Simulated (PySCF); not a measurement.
**Vibration and rotation of ClF⁺**

PBE0 constants of ClF⁺, ²Π (doublet), unpaired electrons π ↑ (Cl def2-TZVP, F def2-TZVP; no relativity (PySCF 2.14); masses 34.9689 and 18.9984 u):

| Property | Result |
| --- | --- |
| ωe | 984.5 cm⁻¹ |
| ωexe | 4.75 cm⁻¹ |
| Be | 0.58961 cm⁻¹ |
| αe | 0.00424 cm⁻¹ |
| D (centrifugal) | 8.46e-07 cm⁻¹ |
| De to Cl⁺ + F | 3.11 eV |

Problem. Give the vibrational terms G(v) and spacings up to v = 6.

Solution. G(v) = ωe(v+½) − ωexe(v+½)².

```
v  G(v) (cm⁻¹)  G(v) − G(v−1)  Bv (cm⁻¹)
0        491.1                    0.5875
1       1466.1          975.0     0.5832
2       2431.6          965.5     0.5790
3       3387.6          956.0     0.5748
4       4334.1          946.5     0.5705
5       5271.1          937.0     0.5663
6       6198.6          927.5     0.5620
```

For an ion De counts to the pair picked by the measured ionisation energies or electron affinities, which need not be the lowest pair at this level. The state was picked by a PBE0 search and need not be the measured ground state.
